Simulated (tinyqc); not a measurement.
UKS/B3LYP (VWN-RPA form) in the sto-3g basis, for LiH+, spin multiplicity 2, step by step. One step of it, computed by the program tinyqc.

Problem. Orthogonalisation. S = U s U^T; symmetric (Loewdin) form X = U s^(-1/2) U^T, so that X^T S X = 1.

overlap S:
```
           1Li 1s    1Li 2s   1Li 2px   1Li 2py   1Li 2pz     2H 1s
1Li 1s   1.000000  0.241137  0.000000  0.000000  0.000000  0.027728
1Li 2s   0.241137  1.000000  0.000000  0.000000  0.000000  0.298928
1Li 2px  0.000000  0.000000  1.000000  0.000000  0.000000  0.000000
1Li 2py  0.000000  0.000000  0.000000  1.000000  0.000000  0.000000
1Li 2pz  0.000000  0.000000  0.000000  0.000000  1.000000  0.422024
2H 1s    0.027728  0.298928  0.000000  0.000000  0.422024  1.000000
```

Give: eigenvalues of S; X.

Solution.

eigenvalues of S: 0.469  0.803  1.000  1.000  1.181  1.547

X:
```
         1Li 1s  1Li 2s  1Li 2px  1Li 2py  1Li 2pz   2H 1s
1Li 1s    1.023  -0.130    0.000    0.000   -0.007   0.018
1Li 2s   -0.130   1.067    0.000    0.000    0.061  -0.186
1Li 2px   0.000   0.000    1.000    0.000    0.000   0.000
1Li 2py   0.000   0.000    0.000    1.000    0.000   0.000
1Li 2pz  -0.007   0.061    0.000    0.000    1.084  -0.256
2H 1s     0.018  -0.186    0.000    0.000   -0.256   1.126
```
